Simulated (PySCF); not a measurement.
Gas-phase reaction: 3 BH₂ + 4 C₃H₆ (propylene) ⇌ 3 B(CH₃)₃ + 3 CH

Computed with PySCF and rigid-rotor harmonic-oscillator thermochemistry at 1 bar. S°(298 K) at PBE0/def2-TZVP differs from the NASA 1993 table for BH₂ (+14 J/mol/K); whether the harmonic model or the table's entry is off was not settled. † marks an energy on the PBE0/def2-TZVP geometry and frequencies; other levels use their own. 6-31G* has spherical d functions here. Open shells (unrestricted): BH₂ (multiplicity 2), CH (multiplicity 2, electronic degeneracy 4); the rest are closed-shell singlets. Spin-orbit splitting is ignored; it lowers the true energy and changes the entropy of CH. B3LYP is the form with VWN-RPA correlation. Methyl groups turn as free rotors in B(CH₃)₃. The harmonic model lacks anharmonicity and excited electronic states, which grow with temperature; levels with a mode under 35 cm⁻¹ are left out. Internal rotation in C₃H₆ (propylene) is treated as a harmonic vibration of one conformer, which makes the entropy rough. Warning, spin contamination: CH (B3LYP/def2-TZVP†, BLYP/def2-TZVP†, M06-2X/def2-TZVP†, PBE/def2-SVP, PBE0/def2-SVP†, PBE0/def2-TZVP, LDA/def2-TZVP†, ωB97M-V/def2-TZVP†, ωB97X-V/def2-TZVP†).

```json
[
 {"level": "B3LYP/6-31G*", "ΔE electronic, kJ": "447", "ΔH°(298 K), kJ": "431", "ΔS°(298 K), J/K": "-140", "ΔG°(1600 K), kJ": "652"},
 {"level": "B3LYP/def2-TZVP†", "ΔE electronic, kJ": "438", "ΔH°(298 K), kJ": "421", "ΔS°(298 K), J/K": "-139", "ΔG°(1600 K), kJ": "637"},
 {"level": "BLYP/def2-TZVP†", "ΔE electronic, kJ": "471", "ΔH°(298 K), kJ": "454", "ΔS°(298 K), J/K": "-139", "ΔG°(1600 K), kJ": "671"},
 {"level": "M06-2X/def2-TZVP†", "ΔE electronic, kJ": "426", "ΔH°(298 K), kJ": "409", "ΔS°(298 K), J/K": "-139", "ΔG°(1600 K), kJ": "626"},
 {"level": "PBE/def2-SVP", "ΔE electronic, kJ": "484", "ΔH°(298 K), kJ": "468", "ΔS°(298 K), J/K": "-140", "ΔG°(1600 K), kJ": "688"},
 {"level": "PBE0/def2-SVP†", "ΔE electronic, kJ": "431", "ΔH°(298 K), kJ": "414", "ΔS°(298 K), J/K": "-139", "ΔG°(1600 K), kJ": "630"},
 {"level": "PBE0/def2-TZVP", "ΔE electronic, kJ": "428", "ΔH°(298 K), kJ": "411", "ΔS°(298 K), J/K": "-139", "ΔG°(1600 K), kJ": "628"},
 {"level": "LDA/def2-TZVP†", "ΔE electronic, kJ": "512", "ΔH°(298 K), kJ": "495", "ΔS°(298 K), J/K": "-139", "ΔG°(1600 K), kJ": "711"},
 {"level": "ωB97M-V/def2-TZVP†", "ΔE electronic, kJ": "370", "ΔH°(298 K), kJ": "353", "ΔS°(298 K), J/K": "-139", "ΔG°(1600 K), kJ": "569"},
 {"level": "ωB97X-V/def2-TZVP†", "ΔE electronic, kJ": "375", "ΔH°(298 K), kJ": "358", "ΔS°(298 K), J/K": "-139", "ΔG°(1600 K), kJ": "575"}
]
```
ΔH° is lowest at ωB97M-V/def2-TZVP† and highest at LDA/def2-TZVP†. No reference value is set beside these.
